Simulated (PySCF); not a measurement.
# BH2F− (SMILES [BH2-]F): UB2PLYP/STO-6G

Aim: the vertical doublet–quartet gap of BH2F− at UB2PLYP/STO-6G, from 2 runs. The job is set up through a Python script.

The calculation is run with PySCF 2.14.0.

10 further runs of the same task are left out: 10 set aside as unsound or not needed.

## (1) The molecule

BH2F− has 4 atoms, charge -1, and is taken as a doublet. As SMILES, `[BH2-]F`. The coordinates come from a GFN2-xTB relaxation.

Bond lengths: B1–F2 1.499 Å, B1–H3 1.242 Å, B1–H4 1.242 Å. Angles: F2–B1–H3 108.4°, F2–B1–H4 108.4°, H3–B1–H4 113.0°.

## (2) The energy at UB2PLYP/STO-6G

File run.py:

```python
from pyscf import gto, dft, mp

molecule = gto.Mole()
molecule.atom = '''
B       -0.086340       0.304430       0.102380
F        1.031910      -0.468820       0.732960
H       -1.140340      -0.333670       0.256190
H        0.194760       0.498060      -1.091520
'''
molecule.spin = 1
molecule.charge = -1
molecule.verbose = 3
molecule.basis = 'sto-6g'
molecule.max_memory = 1860
molecule.build()

mf = dft.UKS(molecule)
mf.xc = '0.53*HF + 0.47*B88, 0.73*LYP'
mf.conv_tol = 1e-10
mf.grids.level = 5
mf.kernel()
if not mf.converged:
    mf = mf.newton().run(mf.mo_coeff, mf.mo_occ)

pt = mp.MP2(mf, frozen=2).run()
e_final = mf.e_tot + 0.27 * pt.e_corr
print('PT2 part  %.8f' % (0.27 * pt.e_corr))
print('E = %.10f Eh' % e_final)
```

Launch:

```bash
$ OMP_NUM_THREADS=1 python run.py
```

The log of the run:

```text
WARN: HOMO -0.00453264579034374 >= LUMO -0.00453264579034385

converged SCF energy = -124.944993882884  <S^2> = 0.75190356  2S+1 = 2.0019027
E(UMP2) = -125.006000402855  E_corr = -0.0610065199708063
E(SCS-UMP2) = -125.012337807251  E_corr = -0.0673439243663207
PT2 part  -0.01647176
E = -124.9614656433 Eh
```

It took 3.3 s on 1 thread of Arm Neoverse V1, shared host; peak memory 0.18 GiB.

## (3) The quartet

File run.py:

```python
from pyscf import gto, dft, mp

mol = gto.Mole()
mol.atom = '''
B   -0.086340   0.304430   0.102380
F    1.031910  -0.468820   0.732960
H   -1.140340  -0.333670   0.256190
H    0.194760   0.498060  -1.091520
'''
mol.max_memory = 1860
mol.verbose = 4
mol.basis = 'sto-6g'
mol.spin = 3
mol.charge = -1
mol.build()

calc0 = dft.UKS(mol, xc='0.53*HF + 0.47*B88, 0.73*LYP')
calc0.conv_tol = 1e-10
calc0.grids.level = 5
calc0.kernel()
if not calc0.converged:
    calc0 = calc0.newton().run(calc0.mo_coeff, calc0.mo_occ)

pt = mp.MP2(calc0, frozen=2).run()
etot = calc0.e_tot + 0.27 * pt.e_corr
print('PT2 part  %.8f' % (0.27 * pt.e_corr))
print(f'total energy: {etot:.8f} hartree')
```

Launch:

```bash
$ OMP_NUM_THREADS=1 python run.py
```

The log of the run:

```text
PySCF version 2.14.0

[INPUT] num. atoms = 4
[INPUT] num. electrons = 17
[INPUT] charge = -1
[INPUT] spin (= nelec alpha-beta = 2S) = 3
[INPUT] symmetry False subgroup None
[INPUT] Mole.unit = angstrom
[INPUT] Symbol           X                Y                Z      unit          X                Y                Z       unit  Magmom
[INPUT]  1 B     -0.086340000000   0.304430000000   0.102380000000 AA   -0.163158953595   0.575289324101   0.193470160633 Bohr   0.0
[INPUT]  2 F      1.031910000000  -0.468820000000   0.732960000000 AA    1.950027285200  -0.885941401719   1.385093660261 Bohr   0.0
[INPUT]  3 H     -1.140340000000  -0.333670000000   0.256190000000 AA   -2.154930288887  -0.630544915984   0.484128935852 Bohr   0.0
[INPUT]  4 H      0.194760000000   0.498060000000  -1.091520000000 AA    0.368043060020   0.941196993601  -2.062673859485 Bohr   0.0

nuclear repulsion = 24.6815915875862
number of shells = 8
number of NR pGTOs = 72
number of NR cGTOs = 12
basis = sto-6g
ecp = {}

******** <class 'pyscf.dft.uks.UKS'> ********
method = UKS
initial guess = minao
damping factor = 0
level_shift factor = 0
DIIS = <class 'pyscf.scf.diis.CDIIS'>
diis_start_cycle = 1
diis_space = 8
diis_damp = 0
SCF conv_tol = 1e-10
SCF conv_tol_grad = None
SCF max_cycles = 50
direct_scf = True
direct_scf_tol = 1e-13
number electrons alpha = 10  beta = 7
XC library pyscf.dft.libxc version 7.0.0
    S. Lehtola, C. Steigemann, M. J.T. Oliveira, and M. A.L. Marques.,  SoftwareX 7, 1–5 (2018)
XC functionals = 0.53*HF + 0.47*B88, 0.73*LYP
    A. D. Becke.,  Phys. Rev. A 38, 3098 (1988)
    C. Lee, W. Yang, and R. G. Parr.,  Phys. Rev. B 37, 785 (1988)
    B. Miehlich, A. Savin, H. Stoll, and H. Preuss.,  Chem. Phys. Lett. 157, 200 (1989)
radial grids:
    Treutler-Ahlrichs [JCP 102, 346 (1995); DOI:10.1063/1.469408] (M4) radial grids

becke partition: Becke, JCP 88, 2547 (1988); DOI:10.1063/1.454033
pruning grids: <function nwchem_prune>
grids dens level: 5
symmetrized grids: False
atomic radii adjust function: <function treutler_atomic_radii_adjust>
small_rho_cutoff = 0
Set gradient conv threshold to 1e-05
tot grids = 134120
init E= -124.825860131677
[... the frontier-level lines of each cycle are left out ...]


cycle= 1 E= -124.292023510768  delta_E= 0.534  |g|= 0.304  |ddm|=  2.2


cycle= 2 E= -124.336821579028  delta_E= -0.0448  |g|= 0.433  |ddm|= 1.48


cycle= 3 E= -124.475189934671  delta_E= -0.138  |g|= 0.114  |ddm|= 0.659


cycle= 4 E= -124.488937055259  delta_E= -0.0137  |g|= 0.0428  |ddm|= 0.245


cycle= 5 E= -124.491859411997  delta_E= -0.00292  |g|= 0.0148  |ddm|= 0.136


cycle= 6 E= -124.492368940121  delta_E= -0.00051  |g|= 0.00237  |ddm|= 0.0791


cycle= 7 E= -124.492379082313  delta_E= -1.01e-05  |g|= 0.000496  |ddm|= 0.00947


cycle= 8 E= -124.492379496058  delta_E= -4.14e-07  |g|= 0.000136  |ddm|= 0.00218


cycle= 9 E= -124.492379528797  delta_E= -3.27e-08  |g|= 2.67e-05  |ddm|= 0.000882


cycle= 10 E= -124.49237953015  delta_E= -1.35e-09  |g|= 1.02e-05  |ddm|= 0.000156


cycle= 11 E= -124.492379530484  delta_E= -3.34e-10  |g|= 1.64e-06  |ddm|= 8.37e-05


cycle= 12 E= -124.492379530494  delta_E= -9.72e-12  |g|= 1.6e-07  |ddm|= 1.8e-05


Extra cycle  E= -124.492379530494  delta_E= 5.68e-14  |g|= 9.15e-08  |ddm|= 6.21e-07
converged SCF energy = -124.492379530494  <S^2> = 3.7515696  2S+1 = 4.0007847

******** <class 'pyscf.mp.ump2.UMP2'> ********
nocc = (np.int64(8), np.int64(5)), nmo = (10, 10)
frozen orbitals 2
E(UMP2) = -124.529384723634  E_corr = -0.0370051931403815
E(SCS-UMP2) = -124.531084188251  E_corr = -0.0387046577573671
E_corr(same-spin) = -0.00657873924356612
E_corr(oppo-spin) = -0.0304264538968153
PT2 part  -0.00999140
total energy: -124.50237093 hartree
```

It took 3.6 s on 1 thread of Arm Neoverse V1, shared host; peak memory 0.18 GiB.

## (4) Results

Level: UB2PLYP/STO-6G, 2 core orbitals frozen.

```
                                                         quantity          value
                                            doublet: total energy  -124.96147 Eh
doublet: HOMO energy (SCF part's orbitals) (highest over α and β)        6.20 eV
 doublet: LUMO energy (SCF part's orbitals) (lowest over α and β)       15.48 eV
                                                    doublet: ⟨S²⟩          0.752
                                            quartet: total energy  -124.50237 Eh
quartet: HOMO energy (SCF part's orbitals) (highest over α and β)       15.04 eV
                                                    quartet: ⟨S²⟩          3.752
                 vertical energy of the quartet above the doublet      12.493 eV
```

In words: At this shape the quartet lies 12.49 eV (1205 kJ/mol) above the doublet. For an anion a state so high probably lies above electron detachment. In a minimal basis such a difference can be off by several eV, whatever the method. Mulliken charges (doublet) run from -0.34 on F2 to -0.17 on B1; they depend strongly on the basis. The HOMO (doublet) lies at positive energy, 6.20 eV; only total energies tell whether the electron is bound. Mulliken charges (quartet) run from -0.55 on B1 to +0.07 on F2; they depend strongly on the basis. The HOMO (quartet) lies at positive energy, 15.04 eV; only total energies tell whether the electron is bound.
